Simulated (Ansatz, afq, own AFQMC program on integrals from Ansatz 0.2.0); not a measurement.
AFQMC on a folder of integrals that Ansatz 0.2.0 wrote.

```yaml
crystal:
  periodic: [false, false, false]
  atoms:
    - {symbol: N, position_ang: [-2.753214, 0.822740, 0.973031]}
    - {symbol: H, position_ang: [-2.766597, 1.323910, 1.861077]}
    - {symbol: H, position_ang: [-3.372367, 0.023540, 1.106951]}
    - {symbol: H, position_ang: [-3.239472, 1.431061, 0.314630]}
basis:
  gaussian: {orbitals: def2-SVP}
magnetization: {spin_polarized: false}
correlation: {method: ccsd_t, electrons: outside_noble_gas, hamiltonian_folder: ham}
```

```sh
$ ansatz run in.yaml --threads 1 --pin off --events-out ev --progress --plain --max-ram 16896MiB --backend cuda --devices 0, --max-vram 18GiB
```

Options of the walk:

```
--method phaseless --trial cisd --walkers 4000 --populations 20 --least-time 60 --time-step 0.005 --steps-per-block 50 --equilibration-blocks 28 --max-blocks 4000 --target-error 0.0001 --factor-cut 1e-05 --seed 1494 --release-times 0.24,0.5,1,1.5 --release-step 0.02 --release-every 3 --taylor-order 6
```

Times are imaginary, in 1/Eh. The walk had a cap of 122 s. With eight or more populations the least sampling time is a fifth of least-time, and the error comes from their spread.

Output of the walk:

```
orbitals 28  electrons 4 4  factors 216 of 302
reference energy -56.14831121 Eh
CCSD correlation -0.20307053 Eh in 9 cycles, weight of the determinant in the CISD state 0.9370
energy of the start -56.351392 Eh
 block  time / (1/Eh)  mean weight  energy / Eh
     1     0.250  0.9997  -56.350608
     2     0.500  1.0002  -56.352634
     3     0.750  1.0003  -56.353962
     4     1.000  1.0000  -56.354346
     5     1.250  0.9997  -56.355216
    10     2.500  1.0001  -56.356214
    19     4.750  0.9998  -56.356543
    29     7.250  1.0002  -56.356386
    37     9.250  1.0000  -56.356860
    39     9.750  1.0001  -56.356432
    49    12.250  0.9998  -56.356340
    59    14.750  1.0002  -56.355514
    69    17.250  0.9999  -56.354930
    79    19.750  1.0001  -56.356146
    89    22.250  0.9999  -56.355719
    97    24.250  1.0000  -56.355916
error from the spread of 20 populations
released: time / (1/Eh)  energy / Eh  error  mean overlap
  0.24  -56.355865  0.000060  0.9992
  0.50  -56.355934  0.000050  0.9971
  1.00  -56.356059  0.000040  0.9916
  1.50  -56.355931  0.000039  0.9900
energy -56.355782 +/- 0.000089 Eh
(rows thinned)
```

The run passed its tests (sampling time, drift between the halves within three errors, error under three times the target), which doesn't prove that it has relaxed.

Against this walk (error 2.4 meV) on the same determinant: CCSD(T) 13.4 meV higher, CCSDT(Q) 2.8 meV lower (within the noise), CCSDTQ 2.4 meV lower (within the noise). The error is statistical and leaves out the bias of the constraint. Released to 1.50 1/Eh the energy moves by -4 ± 3 meV (both errors), within twice the noise.

Cautions: constraint bias not in the error.

The walk took 18 s on 1 × NVIDIA H100 80GB HBM3 with 2 threads of AMD EPYC 7R13 Processor (Zen 3), with other jobs on the host (the card was shared). The log's last line is the phaseless energy.

CCSDT and higher add their correlation energy to the determinant of the CCSD(T) run, since their own runs factorise the integrals more tightly (a shift of under 2 meV).
